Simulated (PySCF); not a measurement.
# F: ionisation energy

F [He] 2s2 2p5 (2P) → F⁺ [He] 2s2 2p4 (3P), as a difference of total energies. Computed with PySCF 2.14 in x2c-TZVPall (5s3p2d1f, 31 functions), with scalar relativity by spin-free X2C-1e. Correlated levels: valence: 1s2 frozen. The calculations carry no spin-orbit coupling.

```json
{"method": "UHF", "ionisation energy (eV)": "15.641", "error (eV)": "-1.786"}
{"method": "PBE0", "ionisation energy (eV)": "17.410", "error (eV)": "-0.017"}
{"method": "TPSS", "ionisation energy (eV)": "17.383", "error (eV)": "-0.044"}
{"method": "MP2 (valence)", "ionisation energy (eV)": "17.195", "error (eV)": "-0.232"}
{"method": "SCS-MP2 (valence)", "ionisation energy (eV)": "17.180", "error (eV)": "-0.247"}
{"method": "CCSD (valence)", "ionisation energy (eV)": "17.093", "error (eV)": "-0.334"}
{"method": "CCSD(T) (valence)", "ionisation energy (eV)": "17.135", "error (eV)": "-0.292"}
```

Reference: 17.427 eV (measured; NIST levels, between the centres of gravity of the two terms).

Errors of the correlated levels include the incompleteness of this basis and the frozen core.
